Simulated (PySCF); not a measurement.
Where the electron goes

C₃H₈OS.
Z-matrix (Å and degrees, GFN2-xTB geometry), rows numbered from 1:
```
C 
C   1  1.5154
S   2  1.8632  1  108.53
C   3  1.8510  2   94.76  1  -172.49
O   3  1.4624  2  105.67  1   -64.45
H   1  1.0882  2  110.98  3   174.81
H   1  1.0878  2  110.73  3   -64.39
H   1  1.0881  2  109.27  3    55.01
H   2  1.0887  1  110.98  3  -118.38
H   2  1.0884  1  112.08  3   117.87
H   4  1.0841  3  109.37  2    60.15
H   4  1.0851  3  107.60  2   179.18
H   4  1.0836  3  108.77  2   -61.56
```

Method used: TDDFT wB97X-D/def2-SVPD, vertical, gas phase, core orbitals frozen in the response (PySCF).

Frontier orbitals with the atoms that hold most of them (Löwdin shares over 4%, at most four atoms; ? is withheld):

```tsv
orbital	ε (eV)	atoms
LUMO+2	2.40	S3 72%, O5 7%
LUMO+1	2.17	S3 36%, C1 11%, C2 11%, H10 11%
LUMO	?	?
HOMO	-8.56	?
HOMO-1	-9.67	O5 58%, S3 13%, C4 11%, C2 10%
HOMO-2	-12.05	O5 21%, C2 18%, C1 17%, S3 12%
HOMO-3	-12.56	C1 22%, O5 19%, S3 15%, H6 12%
```

Task: Which atoms hold the LUMO, and with what shares?

Result: S3 (bonded to 2 C and O) 51%; C4 (bonded to S and 3 H) 12%; H13 (bonded to C) 7%; H12 (bonded to C) 7%. By element: sulfur 51%, hydrogen 14% or more, carbon 12% or more.

Task: Which atoms hold the HOMO, and with what shares?

Result: O5 (bonded to S) 50%; S3 (bonded to 2 C and O) 32%; C2 (bonded to C, S and 2 H) 8%; C4 (bonded to S and 3 H) 7%. By element: oxygen 50%, sulfur 32%, carbon 15% or more.

Task: What is the LUMO energy, and the HOMO–LUMO gap?

Result: ε(LUMO) = 2.10 eV; the gap is 10.67 eV (0.3920 hartree).

Task: How does S1 compare with the orbital gap of 10.67 eV?

Result: S1 is at 6.05 eV (f = 0.063), 4.62 eV below the gap, made of HOMO→LUMO (58%), HOMO→LUMO+1 (19%), HOMO→LUMO+4 (13%). 

Next come S2 at 6.16 eV (f 0.016), HOMO→LUMO+2 (58%), HOMO→LUMO+3 (18%), HOMO→LUMO+5 (12%); S3 at 6.69 eV (f 0.027), HOMO→LUMO+1 (59%), HOMO→LUMO (23%); S4 at 7.17 eV (f 0.020), HOMO-1→LUMO+2 (35%), HOMO→LUMO+3 (14%), HOMO-1→LUMO+3 (14%); S5 at 7.19 eV (f 0.060), HOMO→LUMO+3 (45%), HOMO-1→LUMO+2 (19%), HOMO→LUMO+2 (11%).

Löwdin shares depend on the basis, the more so with diffuse functions.

One conformer stands for the species.
